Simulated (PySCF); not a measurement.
Compound: C3H4NS (charge -1).
Numbering: `[N:1]#[C:2][CH2:3][CH2:4][S-:5]` (hydrogens: H6, H7 on C3; H8, H9 on C4)

The same species was optimised twice, with GFN2-xTB and with PBE0-D3(BJ)/def2-SVP (PySCF), and the same property calculations (PySCF, gas phase) were run on both structures.

```csv
coordinate,GFN2-xTB,PBE0-D3(BJ)/def2-SVP,change
C2–C3 (Å),1.426,1.460,+0.034
C4–H8 (Å),1.098,1.110,+0.012
C4–H9 (Å),1.098,1.110,+0.012
N1≡C2 (Å),1.152,1.162,+0.010
C3–H7 (Å),1.094,1.102,+0.008
C3–H6 (Å),1.094,1.102,+0.008
C3–C4 (Å),1.551,1.544,-0.007
C4–S5 (Å),1.794,1.799,+0.005
C2–C3–C4 (°),111.5,115.4,+3.9
S5–C4–H8 (°),110.0,113.3,+3.3
S5–C4–H9 (°),110.1,113.3,+3.2
H8–C4–H9 (°),108.2,105.3,-2.9
H6–C3–H7 (°),108.3,105.9,-2.4
C3–C4–H8 (°),109.1,107.1,-2.0
C3–C4–H9 (°),109.1,107.1,-2.0
N1–C2–C3 (°),176.3,177.4,+1.1
C2–C3–C4–S5 (°),180,180,0
```

Rotational constants: A = 26659, B = 1568, C = 1509 MHz (GFN2-xTB) against A = 27888, B = 1513, C = 1461 MHz (PBE0-D3(BJ)/def2-SVP). Point groups within 0.08 Å: Cs and Cs. Atoms that the bonding makes alike are paired by their places after alignment.

On the GFN2-xTB structure: HOMO (eV) 0.06 [PBE0/pcSseg-1]; LUMO (eV) 4.77 [PBE0/pcSseg-1]; GIAO shielding of N1 (ppm) -11.4 [PBE0/pcSseg-1]; GIAO shielding of C2 (ppm) 57.4 [PBE0/pcSseg-1]; GIAO shielding of C3 (ppm) 158.2 [PBE0/pcSseg-1]; GIAO shielding of C4 (ppm) 143.8 [PBE0/pcSseg-1]; GIAO shielding of S5 (ppm) 565.7 [PBE0/pcSseg-1].

**Question.** What do these properties become on the PBE0-D3(BJ)/def2-SVP structure?

**Answer.** 
```csv
property,level,on GFN2-xTB,on PBE0-D3(BJ)/def2-SVP,change
HOMO (eV),PBE0/pcSseg-1,0.06,-0.04,-0.10
LUMO (eV),PBE0/pcSseg-1,4.77,4.58,-0.19
"energy, GFN2-xTB geometry as zero (kcal/mol)",PBE0/pcSseg-1,0.0,-1.0,-1.0
GIAO shielding of N1 (ppm),PBE0/pcSseg-1,-11.4,-15.7,-4.3
GIAO shielding of C2 (ppm),PBE0/pcSseg-1,57.4,55.9,-1.5
GIAO shielding of C3 (ppm),PBE0/pcSseg-1,158.2,154.6,-3.6
GIAO shielding of C4 (ppm),PBE0/pcSseg-1,143.8,144.4,+0.6
GIAO shielding of S5 (ppm),PBE0/pcSseg-1,565.7,567.2,+1.5
```

The heavy atoms differ by 0.056 Å rms after alignment. Among all bonds C2–C3 changes most (+0.034 Å). Changes are differences of the printed values. Neither structure is proved a minimum here. Geometry: PBE0-D3(BJ)/def2-SVP, one conformer, isolated ion.

The values belong to the conformer `[N:1]#[C:2][CH2:3][CH2:4][S-:5]`: C2–C3–C4–S5 180°.
